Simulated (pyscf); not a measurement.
# Hydrogen abstraction: H₂S + H• -> SH• + H₂

Gas phase, doublet surface, charge 0. Bonds broken: S1–H2. Bonds formed: H2–H3. PySCF, gas phase, ωB97X-D3(BJ)/def2-SVP geometries.

Transition state (Å):

```xyz
4

S     -0.9158     0.5162    -0.3508
H     -0.8604    -0.6582     0.4361
H     -0.9223    -1.7163     1.0536
H     -2.0232     0.0848    -0.9847
```

One imaginary mode, 1003i cm⁻¹; descent along it reached the two sides named.

```tsv
bond	change	reactant side (Å)	saddle	product side
S1–H2	breaks	1.346	1.415	2.9
H2–H3	forms	3.1	1.227	0.761
```

Electronic energies relative to the separated reactants (kcal/mol):

| level | barrier | reaction energy | reverse barrier |
|---|---|---|---|
| ωB97X-D3(BJ)/def2-TZVP | 4.1 | -12.6 | 16.7 |
| PBE/def2-TZVP | -0.2 | -10.7 | 10.5 |
| r²SCAN/def2-TZVP | -1.7 | -13.9 | 12.2 |
| B3LYP-D3(BJ)/def2-TZVP | -0.6 | -16.0 | 15.5 |
| PBE0-D3(BJ)/def2-TZVP | 1.4 | -11.2 | 12.5 |
| M06-2X/def2-TZVP | 4.7 | -13.7 | 18.5 |
| ωB97M-D3(BJ)/def2-TZVP | 4.1 | -12.7 | 16.7 |
| HF/def2-TZVP | 10.8 | -15.1 | 25.8 |

With ωB97M-D3(BJ)/def2-TZVP energies and thermal terms (ideal gas, 1 atm, RRHO with modes under 100 cm⁻¹ raised to 100, one conformer, R ln 2 for chiral ones without a mode under 150 cm⁻¹), in kcal/mol:

```
T (K)  ΔH‡   ΔG‡     ΔH     ΔG
-----  ---  ----  -----  -----
298    2.4   8.3  -11.8  -12.0
600    2.0  14.5  -11.7  -12.2
900    1.9  20.7  -11.9  -12.5
1200   1.8  27.0  -12.2  -12.6
```

At PBE, r²SCAN, B3LYP-D3(BJ) this geometry lies under the reactants; that is no barrier but a single point on another level's saddle; such a level's own saddle, if it has one, lies nearer that side and is low. This is the saddle that the search found; another between the same sides may lie lower. The angle at the transferred H is 174°. Left out: orbital degeneracy and the spin-orbit lowering of SH.
